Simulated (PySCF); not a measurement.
A side-by-side comparison of computed properties.

First species: C2H9GeNSi.
InChI=1S/C2H9GeNSi/c1-2-4(3)5/h2H,1H2,3,5H3

Second species: CH3BH2, CH₅B.
SMILES: `BC`

Levels: CAM-B3LYP/def2-SVPD for dipole moment, HOMO energy, LUMO energy, HOMO–LUMO gap, static isotropic polarisability and electronic spatial extent ⟨r²⟩ about the centre of nuclear charge; TDDFT CAM-B3LYP/def2-SVPD for lowest singlet excitation; TDA CAM-B3LYP/def2-SVPD for lowest triplet excitation (Tamm–Dancoff); ΔSCF CAM-B3LYP/def2-SVPD for vertical ionisation energy; PBE0-D3(BJ)/def2-SVP for rotational constant A and rotational constant C. Geometries: PBE0-D3(BJ)/def2-SVP. All species are isolated and taken at one optimised geometry, non-relativistic unless stated; the electronic structure was computed with PySCF and density fitting.

Dipoles, sizes and rotational constants follow the conformer. The torsions of the flexible species, by atom-mapped SMILES:
- `[CH2:1]=[CH:2][N:3]([SiH3:4])[GeH3:5]`: C1–C2–N3–Si4 180°

Values for the first species:

```
Dipole moment                                                     : 0.73 D
HOMO energy                                                       : -7.51 eV
LUMO energy                                                       : 0.85 eV
HOMO–LUMO gap                                                     : 8.36 eV
Lowest singlet excitation                                         : 5.49 eV
Lowest triplet excitation (Tamm–Dancoff)                          : 4.00 eV
Static isotropic polarisability                                   : 91.5 au
Vertical ionisation energy                                        : 8.12 eV
Electronic spatial extent ⟨r²⟩ about the centre of nuclear charge : 995 bohr²
Rotational constant A                                             : 2.807 GHz
Rotational constant C                                             : 1.176 GHz
```

Problem. Estimate the same properties for the second species, and the change in each.

Solution. 
| property | first | second | second less first |
| --- | --- | --- | --- |
| dipole moment | 0.73 D | 0.69 D | -0.04 D |
| HOMO energy | -7.51 eV | -10.45 eV | -2.94 eV |
| LUMO energy | 0.85 eV | -0.09 eV | -0.94 eV |
| HOMO–LUMO gap | 8.36 eV | 10.36 eV | +2.00 eV |
| lowest singlet excitation | 5.49 eV | 5.83 eV | +0.34 eV |
| lowest triplet excitation (Tamm–Dancoff) | 4.00 eV | 5.16 eV | +1.16 eV |
| static isotropic polarisability | 91.5 au | 29.8 au | -61.7 au |
| vertical ionisation energy | 8.12 eV | 11.82 eV | +3.70 eV |
| electronic spatial extent ⟨r²⟩ about the centre of nuclear charge | 995 bohr² | 106 bohr² | -889 bohr² |
| rotational constant A | 2.807 GHz | 94.415 GHz | +91.608 GHz |
| rotational constant C | 1.176 GHz | 19.632 GHz | +18.456 GHz |

On the first: In atomic units the dipole is 0.29 e·bohr (1 au = 2.5417 D). The polarisability is 13.55 Å³ as a volume (1 au = 0.148185 Å³), or 1.24 au for each of the 74 electrons. Relativistic effects, spin–orbit coupling among them, are left out although an element past zinc is present.

On the second: No computed singlet falls in the visible range (750 to 380 nm, 1.65 to 3.26 eV); S1 lies 2.57 eV above its blue end. The ΔSCF ionisation energy exceeds −ε(HOMO) by 1.37 eV with CAM-B3LYP.
